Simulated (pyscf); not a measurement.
## Substitution at Si: `[SiH4]` + `[CH3]` [doublet] → `[CH3][SiH3]` + `[H]` [doublet]

Gas phase, doublet surface, charge 0. Bonds broken: Si1–H3. Bonds formed: Si1–C6. Single points on ωB97X-D3(BJ)/def2-SVP structures (PySCF, gas phase). Correlated levels are frozen-core, on RHF or UHF. ΔMP2 is the change of the MP2 total energy from the triple- to the quadruple-zeta basis.

Transition state (Å):

```xyz
9

Si    -0.9717    -0.5908    -0.0598
H      0.3054    -0.7939     0.7117
H     -1.4773    -2.0014     0.4709
H     -2.1588     0.0522     0.6063
H     -1.0908    -1.1111    -1.4676
C     -0.3156     1.2312    -0.7438
H      0.6071     1.0462    -1.3096
H     -1.1124     1.6383    -1.3803
H     -0.1361     1.8577     0.1400
```

One imaginary mode, 598i cm⁻¹; descent along it reached the two sides named.

```tsv
bond	change	reactant side (Å)	saddle	product side
Si1–H3	breaks	1.493	1.590	3.6
Si1–C6	forms	3.4	2.054	1.881
```

Electronic energies relative to the separated reactants (kcal/mol):

```json
[
 {"level": "ωB97X-D3(BJ)/def2-TZVP", "barrier": "13.7", "reaction energy": "+1.3", "reverse barrier": "12.4"},
 {"level": "PBE/def2-TZVP", "barrier": "4.9", "reaction energy": "+1.5", "reverse barrier": "3.4"},
 {"level": "r²SCAN/def2-TZVP", "barrier": "9.4", "reaction energy": "+6.1", "reverse barrier": "3.4"},
 {"level": "B3LYP-D3(BJ)/def2-TZVP", "barrier": "12.4", "reaction energy": "+6.1", "reverse barrier": "6.2"},
 {"level": "PBE0-D3(BJ)/def2-TZVP", "barrier": "9.4", "reaction energy": "+1.5", "reverse barrier": "7.9"},
 {"level": "M06-2X/def2-TZVP", "barrier": "14.1", "reaction energy": "+1.9", "reverse barrier": "12.2"},
 {"level": "ωB97M-D3(BJ)/def2-TZVP", "barrier": "14.8", "reaction energy": "+2.7", "reverse barrier": "12.1"},
 {"level": "HF/def2-TZVP", "barrier": "41.4", "reaction energy": "+9.7", "reverse barrier": "31.7"},
 {"level": "MP2/def2-QZVPP", "barrier": "19.2", "reaction energy": "-1.4", "reverse barrier": "20.5"},
 {"level": "CCSD/def2-TZVPP", "barrier": "21.7", "reaction energy": "+6.2", "reverse barrier": "15.5"},
 {"level": "CCSD(T)/def2-TZVPP", "barrier": "18.5", "reaction energy": "+4.5", "reverse barrier": "14.0"},
 {"level": "CCSD(T)/def2-TZVPP + ΔMP2(QZVPP)", "barrier": "17.9", "reaction energy": "+4.0", "reverse barrier": "13.8"}
]
```

With CCSD(T)/def2-TZVPP + ΔMP2(QZVPP) energies and thermal terms (ideal gas, 1 atm, RRHO with modes under 100 cm⁻¹ raised to 100, one conformer, R ln 2 for rigid chiral ones), in kcal/mol:

```tsv
T (K)	ΔH‡	ΔG‡	ΔH	ΔG
298	18.1	27.0	+3.9	+6.0
600	18.2	36.0	+4.5	+8.0
900	18.8	44.7	+5.5	+9.6
1200	19.4	53.3	+6.5	+10.8
```

The same reactants have a lower exit, to SiH₃• + CH₄ (barrier +8.1 kcal/mol at ωB97M-D3(BJ), against +14.8 kcal/mol here). One saddle was located; it need not be the lowest between these sides. The angle at the attacked Si is 180°. The CCSD(T) − MP2 part came from Ansatz, without density fitting, on the same reference.
